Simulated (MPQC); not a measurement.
# BHF (SMILES [BH]F) at ROHF/DZP (Dunning) (hessian update BFGS)

Aim: a structure relaxation of BHF. 

The results are computed with MPQC 2.3.1.

9 further runs of the same task are left out: 1 that didn't finish, 8 set aside as unsound or not needed.

### Step 1. Starting point

BHF: 3 atoms, total charge 0, spin state doublet. As SMILES, `[BH]F`. All atoms were displaced at random from a relaxed shape. The run starts from this shape.

Bond lengths: B1–F2 1.316 Å, B1–H3 0.876 Å. Angles: F2–B1–H3 134.0°.

### Step 2. A geometry optimisation at ROHF/DZP (Dunning) (hessian update BFGS)

The input, run.in:

```
% BFH
molecule<Molecule>: (
   symmetry = c1
   unit = bohr
   { atoms geometry } = {
      B  [ -0.62279326    -0.04691056     0.13197280 ]
      F  [ 1.20415427     1.44227488     0.92624926 ]
      H  [ -0.71511394    -1.65849924    -0.23352291 ]
   }
)
basis<GaussianBasisSet>: (
   name = "DZP (Dunning)"
   molecule = $:molecule
)
mpqc: (
   checkpoint = no
   savestate = no
   restart = no
   do_energy = yes
   do_gradient = no
   optimize = yes
   coor<CartMolecularCoor>: (
      molecule = $:molecule
   )
   mole<HSOSHF>: (
      molecule = $:molecule
      basis = $:basis
      total_charge = 0
      multiplicity = 2
      memory = 1000000000
      print_evals = yes
      print_npa = yes
      maxiter = 100
      guess_wavefunction<HSOSHF>: (
         molecule = $:molecule
         total_charge = 0
         multiplicity = 2
         memory = 1000000000
         value_accuracy = 1e-3
         basis<GaussianBasisSet>: (
            name = "3-21G"
            molecule = $:molecule
         )
      )
      coor = $..:coor
   )
   opt<QNewtonOpt>: (
      function = $..:mole
      max_iterations = 40
      update<BFGSUpdate>: ()
      convergence<MolEnergyConvergence>: (
         cartesian = yes
         energy = $..:..:mole
      )
   )
)
```

Started as:

```console
mpqc -o run.out run.in
```

Q: Predict the results. Wanted: total energy at the end.

Answer, from the run:

At ROHF/DZP (Dunning) (hessian update BFGS):

| quantity | value |
| --- | --- |
| total energy at the end | -124.65656 Eh |

At the final geometry: Bond lengths: B1–F2 1.304 Å, B1–H3 1.152 Å. Angles: F2–B1–H3 180.0°. The optimisation took 10 steps and changed the energy by -2.797 eV.
